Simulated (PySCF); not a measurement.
**Electric field gradients and quadrupole coupling constants**

HCl.
Geometry (PBE0-D3(BJ)/def2-SVP, Å), atoms numbered from 1 in this order:
```
atom  x, y, z in Å
Cl1    0.645   -0.006   -0.006
H2    -0.640    0.008   -0.022
```

The species is `Cl` (HCl).

Field gradients from the PBE0/pcSseg-1 density (PySCF, non-relativistic), principal values in atomic units, ordered |Vxx| ≤ |Vyy| ≤ |Vzz|:

| atom | Vxx | Vyy | Vzz |
| --- | --- | --- | --- |
| Cl1 | -1.9049 | -1.9049 | 3.8098 |

Task: Find the asymmetry η = (Vxx − Vyy)/Vzz and the couplings χ = eQV/h (234.96 MHz × Q in barn × V in au), with Q(35Cl) = −0.0817 b.

Result: 
```csv
atom,environment,nucleus,η,χzz (MHz),χxx (MHz),χyy (MHz)
Cl1,chlorine bonded to H,35Cl,0.00,-73.14,36.57,36.57
```

The gradient is axial or nearly so (η below 0.05) at Cl1. The tensor is traceless: Vxx + Vyy + Vzz = 0.

Task: What is Vzz at Cl1 in SI units (1 au = 9.71736 × 10²¹ V/m²)?

Result: 3.8098 au = 37.021 × 10²¹ V/m².

Task: What couplings would deuterons (Q(2H) = 0.00286 b) have in place of the hydrogens, at this geometry?

Result: 
| atom | bonded to | bond length (Å) | Vzz (au) | η | χzz (kHz) |
| --- | --- | --- | --- | --- | --- |
| H2 | Cl1 | 1.285 | 0.2835 | 0.00 | 191 |

Geometry: PBE0-D3(BJ)/def2-SVP; no solvent, vibrations or thermal averaging. With a basis this small, the couplings can be 20 % off.
